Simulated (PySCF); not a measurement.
Oxetane, C3H6O.
Geometry (GFN2-xTB, Å), atoms numbered from 1 in this order:
```
atom  x, y, z in Å
C1    -0.0845    0.6252   -0.4860
C2     1.0620   -0.1973    0.1088
O3     0.1435   -1.0428    0.8059
C4    -0.9877   -0.3315    0.2973
H5    -0.1230    1.6625   -0.1654
H6    -0.1807    0.5694   -1.5667
H7     1.6639   -0.7610   -0.6095
H8     1.7228    0.3367    0.7977
H9    -1.5752    0.1207    1.1012
H10   -1.6324   -0.9771   -0.3057
```

Method used: PBE0/pcSseg-1 in PySCF (dipole) on a GFN2-xTB geometry, gas phase.

Take the most abundant isotopes and a rigid rotor. 

Q: Give the principal moments of inertia and the rotational constants in GHz.

A: Ia = 41.43, Ib = 42.08, Ic = 73.90 u·Å²; 505379 MHz·u·Å²/I gives 12198, 12010 and 6839 MHz, that is A = 12.198, B = 12.010, C = 6.8386 GHz.

Q: Classify the top.

A: A near-oblate asymmetric top: κ = (2 × 12010 − 12198 − 6839)/(12198 − 6839) = 0.93.

Q: What does the inertial defect say?

A: Not planar: Δ = Ic − Ia − Ib = -9.61 u·Å². For a rigid frame Δ = −2 Σ m c², so Σ m c² = 4.81 u·Å² lies off the ab plane, practically all of it from hydrogen. The atom farthest from that plane is 0.89 Å away.

Q: Give the other two planar moments, Paa and Pbb, and the rms extents of the mass along the axes.

A: Paa = Σ m a² = (Ib + Ic − Ia)/2 = 37.27 and Pbb = Σ m b² = (Ia + Ic − Ib)/2 = 36.63 u·Å². With the mass M = 58.04 u, the rms extents √(P/M) along a, b and c are 0.80, 0.79, 0.29 Å.

Q: Which types of transition are allowed, and where do some lines up to J = 4 fall?

A: The dipole components are |μa| = 2.05 D, |μb| = 0.00 D, |μc| = 0.00 D; the symmetry axis of this C2v structure is a, so μb and μc vanish by symmetry and there are no b-type or c-type lines. Some lines, for components of 0.1 D or more:

```
type  branch         J(Ka,Kc)    MHz  lower level (cm⁻¹)
   a       Q  4(4,0) ← 4(4,1)   4388               7.931
   a       Q  3(3,0) ← 3(3,1)   4723               4.688
   a       Q  2(2,0) ← 2(2,1)   4988               2.256
   a       Q  1(1,0) ← 1(1,1)   5171               0.635
   a       Q  4(3,1) ← 4(3,2)  14865               7.372
   a       Q  3(2,1) ← 3(2,2)  15235               4.142
   a       Q  2(1,1) ← 2(1,2)  15513               1.720
   a       R  1(0,1) ← 0(0,0)  18848               0.000
   a       Q  4(2,2) ← 4(2,3)  26267               6.494
   a       R  2(0,2) ← 1(0,1)  32709               0.629
   a       R  3(0,3) ← 2(0,2)  46299               1.720
   a       R  3(2,2) ← 2(2,1)  56545               2.256
   a       R  3(1,2) ← 2(1,1)  57084               2.237
   a       R  4(0,4) ← 3(0,3)  59973               3.264
   a       R  3(2,1) ← 2(2,0)  66792               2.423
   a       R  4(2,3) ← 3(2,2)  70491               4.142
   a       R  4(3,2) ← 3(3,1)  80472               4.688
   a       R  4(2,2) ← 3(2,1)  81524               4.651
   a       R  4(3,1) ← 3(3,0)  90614               4.846
```

Q: Estimate the classical rotational partition function at 10 K, 25 K and 200 K.

A: Point group C2v, symmetry number σ = 2; q = (√π/σ)·√((kT/h)³/(ABC)), k/h = 20836.6 MHz/K: 84.2 at 10 K, 333 at 25 K, 7530 at 200 K.

GFN2-xTB frequencies: not computed here. Zero-point vibration and centrifugal distortion are left out.

Time: 4.3 s wall. Hardware: x86-64 server, one thread (shared host). This is the PBE0/pcSseg-1 job that gave the dipole, with the shieldings it also computed.
